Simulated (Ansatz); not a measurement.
How far each method lies from UCCSDT(Q) for Si–O–SiH, quartet

Geometry: that of the Si–O–SiH, doublet, kept fixed. The doublet lies 2.0 eV lower here.

```xyz
4

Si    0.0000    0.0192    1.6628
O     0.0000    0.0469    0.0453
Si    0.0000   -0.0967   -1.6207
H     0.0000    1.4158   -1.8906
```

Basis cc-pVDZ; Ansatz 0.2.0. Only valence electrons are correlated (noble-gas cores frozen), which leaves 15 electrons in 44 orbitals. R marks a restricted (for open shells ROHF) determinant, U an unrestricted one.

Full CI isn't at hand for all of this; UCCSDT(Q) serves as the reference, and is uncertain by about the last step of the cluster series. The frozen core follows each run's orbitals, which can shift R against U totals by a few meV.

For open shells CISD is restricted-active-space CI with the open shells as a complete middle space.

* UHF ⟨S²⟩: 3.777
* T1 diagnostic (RCCSD): 0.0317
* largest doubles amplitude (RCCSD): 0.088
* T1 diagnostic (UCCSD): 0.0270

| level | E − E(UCCSDT(Q)) (mEh) | share of correlation (%) | wall time |
| --- | --- | --- | --- |
| RHF | 350.94 | 0.00 | – |
| UHF | 344.32 | 1.88 | – |
| RMP2 | 42.58 | 87.87 | – |
| UMP2 | 42.66 | 87.84 | – |
| CISD | 47.43 | 86.49 | 26 s |
| RCCSD | 12.28 | 96.50 | – |
| UCCSD | 12.10 | 96.55 | – |
| RCCSD(T) | 2.25 | 99.36 | 56 s |
| UCCSD(T) | 2.24 | 99.36 | 52 s |
| BCCD(T) | 2.03 | 99.42 | 14 s |
| RCCSDT | 1.06 | 99.70 | – |
| UCCSDT | 1.04 | 99.70 | – |
| RCCSDT(Q) | 0.19 | 99.95 | 1.8 min |

The correlation energy at UCCSDT(Q), counted from RHF, is -9.550 eV. That run took 95 s on 1 thread of Arm Neoverse V1, shared host.

Times hold each run's SCF and search for its determinant on a shared host, so for small cases they say little of a method's own cost; they ran on 1 thread of Arm Neoverse V1.
